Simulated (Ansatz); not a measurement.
A (100) slab of Sc (Fm-3m (No. 225)), 5 planes, outer planes Sc (top) and Sc (bottom), with 5 atoms (Sc5) in a surface cell of A = 10.360 Å², as cut from the bulk:

```
CELL_PARAMETERS angstrom
3.21868 0.00000 0.00000
0.00000 3.21868 0.00000
0.00000 0.00000 24.10381
ATOMIC_POSITIONS crystal
Sc 0.50000 0.50000 0.31115
Sc 0.00000 0.00000 0.40558
Sc 0.50000 0.50000 0.50000
Sc 0.00000 0.00000 0.59442
Sc 0.50000 0.50000 0.68885
```

Method: Ansatz 0.2.0, DFT PBEsol, scalar-relativistic, plane waves, PAW. Plane waves to 420 eV, a k mesh through Γ of 11×11×1 on the computed 5-atom cell and Gaussian smearing (0.10 eV); no spin polarisation.

Against the same 5 atoms in the bulk, the slab as cut lies 1.714 eV higher and the relaxed slab 1.629 eV higher.

Question: Work out the surface energy before and after relaxation.

Answer: The slab has two faces, so γ = (E_slab − N·E_bulk)/(2A), the mean of both. As cut: 1.714/(2 × 10.360) = 0.0827 eV/Å², and 1 eV/Å² = 16.02 J/m², so γ = 1.33 J/m². Relaxed: 1.629/(2 × 10.360) = 0.0786 eV/Å² = 1.26 J/m². Relaxation recovers 5 % of the cost of cutting.

Question: A cut through this plane breaks about 4 nearest-neighbour bonds a surface cell. What does each broken bond cost, before relaxation?

Answer: One cut makes two faces and costs 2γA = 1.714 eV, shared by 4 bonds: 0.43 eV a bond. In a metal this is less than the cohesive energy a bond, since the bonds that remain at the surface strengthen.

Question: What is the ideal work of this cut, per area?

Answer: Griffith's ideal work is 2γ: 2.65 J/m² if the new faces stay rigid, 2.52 J/m² if they relax. One thickness was run, 5 planes, so γ can still shift with it.

The reference crystal is the fcc form of Sc, which isn't its usual structure.